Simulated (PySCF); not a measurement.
**Structure elucidation problem**

An unknown has the formula CH₅NO. Its calculated NMR data are:

1H NMR (600 MHz, computed): δ 3.74 (br s, 1H), 3.17 (br s, 1H), 2.62 (s, 3H).

13C{1H} NMR (computed): δ 42.4 (CH3).

One averaged value for each set of equivalent atoms, non-relativistic Hamiltonian, no solvent, one conformer. Shieldings: GIAO PBE0/pcSseg-1; B3LYP/pcJ-1 coupling constants; PBE0-D3(BJ)/def2-SVP geometry; PySCF.

References, each an isolated molecule treated in the same way: 1H and 13C against TMS.

Problem. What is the structure?

Solution. 
- The formula gives 0 degrees of unsaturation.
- Carbon types of the structure: 1 × CH3, leaving 2 H on heteroatoms.
- δC 42.4: methyl carbon bonded to N; pulled downfield by the heteroatom.
- δH 3.74: hydrogen on a nitrogen bonded to O or N; exchangeable, gas-phase position.
- δH 3.17: hydrogen on a N–OH oxygen; labile proton, position sensitive to the medium.
- δH 2.62: hydrogen on a methyl carbon bonded to N; its carbon carries N, an electronegative neighbour.

These data were computed for N-Methylhydroxylamine (SMILES N(C)O).

OH and NH positions are those of a molecule without intermolecular hydrogen bonds; in solution they move with solvent, concentration and temperature, and exchange usually removes their couplings. Shifts are as computed. Against solution values, carbons near 30 ppm lie about +2 ppm off and those near 130 ppm about +5 ppm. Of 1211 compounds with measured shifts, 218 miss one by over three times the rms of a fit or turn the order of signals round; such compounds aren't used in these exercises. Couplings to exchangeable protons are dropped.
